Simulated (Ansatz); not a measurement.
A run of Ansatz (development build ahead of 0.2.0) on singlet Na2 at this shape:

```yaml
atoms:
  - { symbol: Na, position_ang: [0.0386, -0.0113, -1.5784] }
  - { symbol: Na, position_ang: [0.0554, 0.0166, 1.5169] }
```

Its results:

```json
{"Converged": "yes", "Reference energy": "-323.70455 hartree", "Correlation energy": "-0.02018 hartree", "Total energy": "-323.72473 hartree", "Spin squared of the determinant": "0.000"}
```

**Question.** Which input gives this output? Name the method, the orbitals and the basis set, and write the input.

**Answer.** RHF-MP2 in cc-pVDZ. An unrestricted run that stays on the closed shell gives the same numbers.

```yaml
crystal:
  periodic: [false, false, false]
  atoms:
    - { symbol: Na, position_ang: [0.03863, -0.01127, -1.57839] }
    - { symbol: Na, position_ang: [0.05538, 0.01662, 1.51693] }
basis:
  gaussian: { orbitals: cc-pVDZ }
hamiltonian:
  xc: hf
correlation:
  method: mp2
  frozen_orbitals: { Na: 1 }
```
